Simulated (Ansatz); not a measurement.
A run of Ansatz (development build ahead of 0.2.0) on triplet H2O3 in separate pieces at this shape:

```xyz
5

O     0.0741   -0.0555    0.1159
O    -0.8694    0.6859    0.1696
O     3.5032    0.3240    0.1113
H     3.4735    0.3747    1.0264
H     4.1804    0.9834   -0.1748
```

Its results:

```
Converged                       : yes
Total energy                    : -225.45017 hartree
Spin squared of the determinant : 2.034
Stability test                  : minimum
```

Forces (eV/Å):
```csv
atom,Fx,Fy,Fz
O1,-3.884,3.050,0.226
O2,3.889,-3.051,-0.224
O3,1.551,1.343,-2.640
H4,0.004,0.170,1.885
H5,-1.560,-1.513,0.753
```

Which input gives this output? Name the method, the orbitals and the basis set, and write the input.

UHF in def2-SVP.

```yaml
crystal:
  periodic: [false, false, false]
  atoms:
    - { symbol: O, position_ang: [0.07406, -0.05552, 0.11587] }
    - { symbol: O, position_ang: [-0.86936, 0.68593, 0.16959] }
    - { symbol: O, position_ang: [3.50325, 0.32403, 0.11129] }
    - { symbol: H, position_ang: [3.47345, 0.37468, 1.02639] }
    - { symbol: H, position_ang: [4.18038, 0.98338, -0.17477] }
basis:
  gaussian: { orbitals: def2-SVP }
magnetization:
  spin_polarized: true
  initial_magnetization: 2
hamiltonian:
  xc: hf
output:
  forces: true
```
